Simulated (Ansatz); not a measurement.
We consider diamond-structure Si, described by PBE (PAW; Ansatz, an electronic-structure program).

Run with plane-wave cutoff 520 eV, 12×12×12 k mesh, Fermi–Dirac smearing 0.01 eV, scalar-relativistic PAW data made under PBE.

The cell has the measured lattice: a = b = c = 5.4300 Å, α = β = γ = 90.00°.

Estimate the band gap, smallest direct gap on the k points sampled and width of the whole s-p valence band that the calculation returns.


- band gap: 0.57 eV (indirect)
- smallest direct gap on the k points sampled: 2.56 eV
- width of the whole s-p valence band: 11.96 eV

Note: cell and atoms aren't relaxed at this level (pressure 2.1 GPa).

Computed values are for the static lattice.
